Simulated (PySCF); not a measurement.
From one molecule to another.

First species: C4H8O2Si.
InChI=1S/C4H8O2Si/c1-3-6-7-4(2)5/h3H,1,7H2,2H3

Second species: SiH4.
Numbering: `[SiH4:1]` (hydrogens: H2, H3, H4, H5 on Si1)

Levels: CAM-B3LYP/def2-SVPD for dipole moment, HOMO energy, LUMO energy, HOMO–LUMO gap, static isotropic polarisability and electronic spatial extent ⟨r²⟩ about the centre of nuclear charge; TDDFT CAM-B3LYP/def2-SVPD for lowest singlet excitation; TDA CAM-B3LYP/def2-SVPD for lowest triplet excitation (Tamm–Dancoff); ΔSCF CAM-B3LYP/def2-SVPD for vertical ionisation energy. Geometries: PBE0-D3(BJ)/def2-SVP. Each species is one conformer at its optimised geometry, gas phase, non-relativistic unless stated. Electronic properties by PySCF.

Dipoles, sizes and rotational constants follow the conformer. The torsions of the flexible species, by atom-mapped SMILES:
- `[CH2:1]=[CH:2][O:3][SiH2:4][C:5]([CH3:6])=[O:7]`: C1–C2–O3–Si4 -179°, C2–O3–Si4–C5 177°, O3–Si4–C5–C6 -1°

Problem. Which has the higher HOMO energy?

Solution. The first: -8.44 eV against -11.25 eV, a difference of 2.81 eV.

Problem. Which has the higher ⟨r²⟩?

Solution. The first: 1275 bohr² against 69 bohr², a difference of 1206 bohr².

Problem. Which of the two has the higher LUMO energy, and by how much?

Solution. The second: 1.11 eV against -0.24 eV, a difference of 1.35 eV.

Problem. Which of the two has the higher S1 energy, and by how much?

Solution. The second: 9.27 eV against 3.60 eV, a difference of 5.67 eV.

Problem. Which of the two has the higher static isotropic polarisability, and by how much?

Solution. The first: 84.1 au against 31.7 au, a difference of 52.4 au.

Problem. Which has the higher T1 energy?

Solution. The second: 8.50 eV against 2.95 eV, a difference of 5.55 eV.

Problem. Which has the higher vertical ionisation energy?

Solution. The second: 12.57 eV against 9.31 eV, a difference of 3.26 eV.

Problem. Which has the higher HOMO–LUMO gap?

Solution. The second: 12.36 eV against 8.20 eV, a difference of 4.16 eV.

On the first: The polarisability is 12.46 Å³ as a volume (1 au = 0.148185 Å³), or 1.36 au for each of the 62 electrons. No computed singlet falls in the visible range (750 to 380 nm, 1.65 to 3.26 eV); S1 lies 0.34 eV above its blue end.

On the second: The polarisability is 4.70 Å³ as a volume (1 au = 0.148185 Å³), or 1.76 au for each of the 18 electrons. S1 lies 3.09 eV below the HOMO–LUMO gap.
